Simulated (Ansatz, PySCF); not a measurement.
System: C2H3O2, charge 0, doublet. C2H3O2 (SMILES CO[C]=O, doublet).
B3LYP-D3(BJ)/def2-TZVP minimum from Ansatz (a program for electronic structure):
```xyz
7

C     -0.9614    -0.0741     0.0045
O     -0.8574    -1.2555    -0.0092
O     -0.0521     0.8706     0.0100
C      1.3414     0.4223    -0.0028
H      1.9343     1.3307     0.0041
H      1.5358    -0.1804     0.8822
H      1.5258    -0.1605    -0.9030
```
Charge 0, spin multiplicity 2.

Atomisation energy term by term, kcal/mol (programs: Ansatz). UHF or UKS for unpaired electrons; spin-orbit terms are left out. Cores are frozen in correlated methods. Rows without X2C or -DK are non-relativistic. CBS(X,Y): correlation extrapolated as X^-3, Hartree-Fock from the larger set. A bracket is a step between two methods taken in the basis named. '+ core + X2C': CCSD(T) terms for core correlation (cc-pwCVTZ) and scalar relativity (cc-pVTZ-DK). For partners of very few electrons the exact lower level stands in for a higher one.

| term | basis | kcal/mol |
|---|---|---|
| Hartree-Fock | cc-pVQZ | 463.35 |
| CCSD correlation | CBS(cc-pVTZ,cc-pVQZ) | 198.07 |
| (T) | CBS(cc-pVTZ,cc-pVQZ) | 16.73 |
| CCSDT(Q) - CCSD(T) | cc-pVDZ | 1.18 |
| core correlation | cc-pwCVTZ | 2.58 |
| scalar relativity | X2C, cc-pVTZ-DK | -0.72 |
| minus zero-point energy | Hessian by PySCF at B3LYP-D3(BJ)/def2-TZVP | -30.77 |
| sum: D0 |  | 650.4 |
